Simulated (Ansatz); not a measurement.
Gas-phase electronic energies from Ansatz, PBE0-D4/def2-TZVP geometries. CCSD(T)/CBS adds triple-zeta CCSD(T) − MP2 to the extrapolated MP2 energy (def2 sets, frozen cores). This one scheme is used for every species. Functionals use def2-TZVPP. B3LYP here is the variant with VWN-RPA as its local correlation; programs differ in this. One conformer a species, not always the lowest.

`[CH3][AlH][SiH3]` + `OCS` → `COCS` + `[AlH2][SiH3]`  (substitution at a C–Al bond)

`[CH3][AlH][SiH3]`:

```xyz
10

C    -0.507    0.635    1.726
Al   -0.646   -0.569    0.194
Si    0.837   -0.300   -1.751
H    -0.326    0.066    2.644
H     0.284    1.381    1.628
H    -1.454    1.165    1.877
H    -1.740   -1.727    0.221
H     2.271   -0.402   -1.346
H     0.669    1.053   -2.361
H     0.612   -1.301   -2.832
```

`OCS`:

Z-matrix (Å, degrees):
```
C
S 1 1.793
O 1 1.405 2 110.6
H 1 1.095 2 109.2 3 123.4
H 1 1.097 2 104.5 3 -120.8
H 2 1.343 1 96.4 3 -70.0
H 3 0.962 1 108.1 2 177.5
```

`COCS`:

Z-matrix (Å, degrees):
```
C
O 1 1.407
H 1 1.098 2 111.0
H 1 1.095 2 111.3 3 -121.4
H 1 1.089 2 107.1 3 119.0
C 2 1.386 1 114.0 3 59.7
S 6 1.823 2 115.7 1 69.3
H 6 1.089 2 107.0 1 -169.1
H 6 1.098 2 111.8 1 -49.7
H 7 1.342 6 96.0 2 68.6
```

`[AlH2][SiH3]`:

```xyz
7

Al    0.688   -0.188    1.214
Si   -0.491    0.141   -0.916
H     2.273   -0.272    1.281
H    -0.146   -0.323    2.559
H    -1.433   -0.987   -1.174
H    -1.312    1.387   -0.876
H     0.421    0.242   -2.089
```

| level | ΔE (kJ/mol) | difference from CCSD(T)/CBS |
| --- | --- | --- |
| r2SCAN-D4 | 71.5 | -2.4 |
| B3LYP-D4 | 66.1 | -7.8 |
| r2SCAN | 71.9 | -2.0 |
| PBE0 | 72.7 | -1.2 |
| SCS-MP2/def2-TZVPP | 68.9 | -5.0 |
| CCSD/def2-TZVPP | 69.9 | -4.0 |
| CCSD(T)/def2-TZVPP | 69.6 | -4.3 |
| HF/def2-QZVPP | 61.4 | -12.5 |
| MP2/def2-QZVPP | 77.7 | 3.8 |
| HF/CBS(def2) | 61.4 | -12.5 |
| CCSD(T)/CBS | 73.9 | 0 |

Largest T1 diagnostic among the species: 0.012.

In def2-TZVPP, CCSD(T) changes the Hartree–Fock value by +8.8 kJ/mol (the triples alone add −0.4 kJ/mol) and MP2 by +14.2 kJ/mol.
